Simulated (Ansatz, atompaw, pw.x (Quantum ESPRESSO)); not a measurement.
## Equation-of-state test of one PAW (atompaw) potential (chromium)

```
Element                 : Cr (Z = 24)
Generator               : atompaw 4.2.0.5
Type                    : PAW
Functional              : PBE
Relativity              : scalar-relativistic
Frozen core             : [Ar]
Valence charge          : 6
Reference configuration : 3d5 4s0 4p1
Partial waves           : 4s (bound, empty): rc 3.00 bohr; 4s channel at 4.3 Ry: rc 3.00 bohr; 4p (bound): rc 3.00 bohr; 4p channel at 0.7 Ry: rc 3.00 bohr; 3d (bound): rc 1.15 bohr; 3d channel at 0.3 Ry: rc 1.15 bohr; 4f channel at 0.25 Ry: rc 3.00 bohr; 4f channel at 1.85 Ry: rc 3.00 bohr
Local potential         : bessel scheme, radius 2.75 bohr
Core correction         : smooth core density matched at 3.00 bohr
Augmentation charge     : besselshape compensation charge, radius 2.20 bohr; PAW radius 3.00 bohr; waves and projectors: custom rrkj gramschmidtortho
```

Crystal test: bcc Cr in pw.x 7.5, no spin, 16³ k-points, Fermi–Dirac smearing 0.01 Ry, cutoffs 170/900 Ry. The reference is all-electron LAPW (Ansatz 0.2.0) with the same functional, mesh and smearing; V0 and B0 come from Birch–Murnaghan fits to the pressures at five volumes. Errors are pseudo minus all-electron; Δ is the rms difference of the E(V) curves that follow from these fits, minima aligned, over ±6 % about the mean V0. Mesh and smearing are coarse, so the numbers serve the comparison and aren't converged zero-temperature values; the lattice is a test structure that the element need not adopt. Spin polarisation and strong correlation are left out, which matters for this element.

All-electron: a0 = 2.849 Å (V0 = 11.56 Å³/atom), B0 = 256.7 GPa.

Task: How far does the potential miss the all-electron equation of state?

Result: mean pressure error (GPa): +2.03; a0 (Å): 2.855; a0 error (%): +0.23; B0 error (%): +5.5; Δ (meV/atom): 5.1. The largest radius (3.00 bohr) exceeds half the bond length (2.33 bohr), so the spheres overlap, which is one possible source of error among others.

```tsv
V (Å³/atom)	P all-electron (GPa)	P pseudo (GPa)
10.998	14.15	17.50
11.288	6.38	8.91
11.577	-0.44	1.45
11.866	-6.41	-5.03
12.156	-11.64	-10.64
```

Task: At the middle volume, how do free energy and pressure move when the wave cutoff is lowered (ecutrho held at 900 Ry)?

Result:

| cutoff (Ry) | shift of F (meV/atom) | shift of P (GPa) |
| --- | --- | --- |
| 76 | +72.4 | -6.35 |
| 102 | +33.2 | -0.95 |
| 136 | +1.7 | -0.20 |

The run at the middle volume (145 k-points, 9 iterations) took about 68 s on one core of a shared host (Intel(R) Xeon(R) Platinum 8375C CPU @ 2.90GHz, 96 threads, 744 GiB, load 9).
